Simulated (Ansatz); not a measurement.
Geometry optimisation, UKS BHLYP/def2-SVP in Ansatz.

The input (input.yaml):

```yaml
crystal:
  periodic: [false, false, false]
  atoms:
    - { symbol: C, position_ang: [0.39634, -1.0798, 0.10342] }
    - { symbol: C, position_ang: [-0.00657, 0.01736, -0.00176] }
    - { symbol: H, position_ang: [0.77081, -2.09877, 0.20125] }
total_charge: 1
magnetization:
  spin_polarized: true
basis:
  gaussian: { orbitals: def2-SVP }
hamiltonian:
  xc: { name: BHLYP }
relax:
  f_tol: 0.02
  max_steps: 50
```

Command:

```bash
$ ansatz run input.yaml --threads 1 --pin off --max-ram 2048MiB --backend cpu --events-out ev --progress --plain --runs-dir out
```

Q: Where does it end, and by what steps?

A: The forces met the threshold. Limits of this set-up: the dipole of an ion depends on the origin. After 4 steps the energy has fallen by 0.295 eV; C2 moved furthest, 0.05 Å. The start is strongly strained (largest force component 8 eV/Å).

```
step  energy less start (eV)  largest force component (eV/Å)  accepted
   0                  0.0000                           8.098       yes
   1                 -0.2946                           0.340       yes
   2                 -0.2951                           0.047       yes
   3                 -0.2951                           0.027       yes
   4                 -0.2951                           0.000       yes
```

```xyz
3
Properties=species:S:1:pos:R:3
C 0.405 -1.103 0.106
C -0.024 0.064 -0.006
H 0.779 -2.122 0.203
```

Time of the run: 14 s on 1 thread of Intel(R) Xeon(R) 6975P-C (Granite Rapids) (shared host), peak memory 0.1 GiB.
